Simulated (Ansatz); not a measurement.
**AlH2F (built from SMILES [F][AlH2]): search for a transition state**

Wanted: the transition state of a 1,1-elimination (form F2–H3 and break Al1–F2, Al1–H3). The guess is relaxed with those distances held, a saddle search follows, and vibrations and two downhill relaxations check it.

Program: Ansatz 0.2.0, Gaussian basis. Level of theory: PBE0-D4, def2-SVP first, then def2-TZVP. These are calculated values, not measurements.

**1. The system as given**

The guess: 4 atoms, charge 0, spin multiplicity 1.

Atoms are counted from 1 here; the program's logs count them from 0.

Bond lengths: Al1–F2 2.117 Å, Al1–H4 1.600 Å. Angles: F2–Al1–H4 162.3°.

Coordinates:

```mol
AlFH2
  3D, bonds by distance, orders not assigned

  4  2  0  0  0  0  0  0  0  0999 V2000
   -0.0633   -0.0077    0.6459 Al  0  0
    1.0826    0.4469   -1.0752 F   0  0
    0.2275   -0.3911   -1.2920 H   0  0
   -1.2468   -0.0481    1.7212 H   0  0
  1  2  8  0
  1  4  8  0
M  END
```

Distances that are to change: F2–H3 1.22 Å, Al1–F2 2.12 Å, Al1–H3 2.00 Å.

**2. Relaxing the guess with the reacting distances held**

hold/in.yaml

```yaml
crystal:
  periodic: [false, false, false]
  atoms:
    - {symbol: Al, position_ang: [-0.063300, -0.007700, 0.645900]}
    - {symbol: F, position_ang: [1.082600, 0.446900, -1.075200]}
    - {symbol: H, position_ang: [0.227500, -0.391100, -1.292000]}
    - {symbol: H, position_ang: [-1.246800, -0.048100, 1.721200]}
basis:
  gaussian: {orbitals: def2-SVP}
hamiltonian: {xc: pbe0, dispersion: d4}
relax: {f_tol: 0.08, max_steps: 120, escape_saddle: false, constraints: [{distance: [1, 2]}, {distance: [0, 1]}, {distance: [0, 2]}]}
```

Command:

```sh
> ansatz run in.yaml --threads 2 --pin off --events-out ev --progress --plain --max-ram 4352MiB
```

Further steps of the session: A starting Hessian; Saddle search in the small basis; Saddle search in triple zeta; Vibrations at the point found; Relaxing after a step of 0.30 Å one way along the mode; Relaxing after a step of 0.30 Å the other way along the mode.

Q: Predict the outcome of this session. Wanted: imaginary mode; barrier from the start side; barrier from the end side; energy of the step; pairs that change; zero-point energy at the saddle.

The runs gave:

| quantity | value |
| --- | --- |
| imaginary mode | 1254i cm⁻¹ |
| barrier from the start side | 328.5 kJ/mol |
| barrier from the end side | 45.2 kJ/mol |
| energy of the step | +283.3 kJ/mol |
| pairs that change | F2–H3 formed, Al1–F2 broken, Al1–H3 broken |
| zero-point energy at the saddle | 0.314 eV |

The point has a single imaginary mode (1254i cm⁻¹), as a transition state must. The two relaxations end on the structures that were planned. At PBE0-D4/def2-TZVP the electronic barrier is 328.5 kJ/mol, about 133 kT at 298 K, and the step runs 283.3 kJ/mol uphill. With so stiff a mode tunnelling counts: Wigner's rough correction is a factor of 2.5 at 298 K. A step off the saddle overshot and began above it in energy, so the link to its end is likely but not proven.
